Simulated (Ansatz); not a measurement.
A calculation with Ansatz (development build ahead of 0.2.0).

```yaml
crystal:
  periodic: [false, false, false]
  atoms:
    - { symbol: C, position_ang: [0.0, 0.0, -0.15077] }
    - { symbol: H, position_ang: [0.0, 0.0, 0.90463] }
basis:
  gaussian: { orbitals: cc-pVTZ }
total_charge: 1
hamiltonian:
  xc: hf
correlation:
  method: mp2
  frozen_orbitals: { C: 1, H: 0 }
```

The input is written out in the form of the current development build from the run's settings.

Results

```yaml
Converged: yes
Reference_energy: -37.90542 hartree
Correlation_energy: -0.08388 hartree
Total_energy: -37.98930 hartree
Spin_squared_of_the_determinant: 0.000
```

Caution: in another basis set an unrestricted determinant lies well below.
